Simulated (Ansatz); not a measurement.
Mulliken charges of F2OS (`O=S(F)F`) from ωB97M-V/def2-TZVPP in Ansatz (PBE0-D4/def2-TZVP geometry).

```
atom   x (Å)   y (Å)   z (Å)  charge (e)
  O1   0.932   0.067  -1.018      -0.370
  S2  -0.151  -0.426  -0.246       0.781
  F3  -1.124   0.804   0.000      -0.206
  F4   0.343  -0.445   1.263      -0.206
```

**Question.** By hand: the dipole of these point charges (1 e Å = 4.8032 D).

**Answer.** Σ q r = (-0.302, -0.431, -0.076) e Å, of length 0.532 e Å = 2.56 D.

**Question.** How does the dipole of the full density compare? (Best estimate.)

**Answer.** Computed: (-0.243, -0.269, 0.017) e Å, 1.74 D; the point charges give 1.47 times that, at 13° from its direction.

Point charges leave out the atoms' own dipoles, such as those of lone pairs, and Mulliken's split depends on the basis, so the two needn't agree.
